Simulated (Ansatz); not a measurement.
Results of PBE-D4 (PAW; Ansatz, a program for electronic structure) for pyrite PtSb₂.

Run with plane-wave cutoff 520 eV, 6×6×6 k mesh, Fermi–Dirac smearing 0.01 eV, scalar-relativistic PAW data made under PBE.

Computed at the level's own relaxed cell.

Q: What does this level give for the equilibrium volume per atom, bulk modulus B0 and equilibrium lattice constant a?

A: 
* **equilibrium volume per atom**: 22.64 Å³/atom
* **bulk modulus B0**: 118 GPa
* **equilibrium lattice constant a**: 6.477 Å

The run finds no gap.

Measured, for comparison: equilibrium volume per atom 22.26 Å³/atom, lattice constant a 6.44 Å (temperature not stated, not corrected to a static lattice; as tabulated in Saeed et al. (2013), arXiv:1402.4256). Computed (rounded) less measured: equilibrium volume per atom +1.7 %, lattice constant a +0.6 %.

Note: the gap of the solid is closed in this run; this level leaves the solid without a gap, although one is measured; the bulk modulus comes from volumes at which shape and atoms were relaxed.

Spin–orbit coupling is not included; it can open a gap where bands touch, and shift volumes and moduli.

Static lattice: no zero-point or thermal effects.
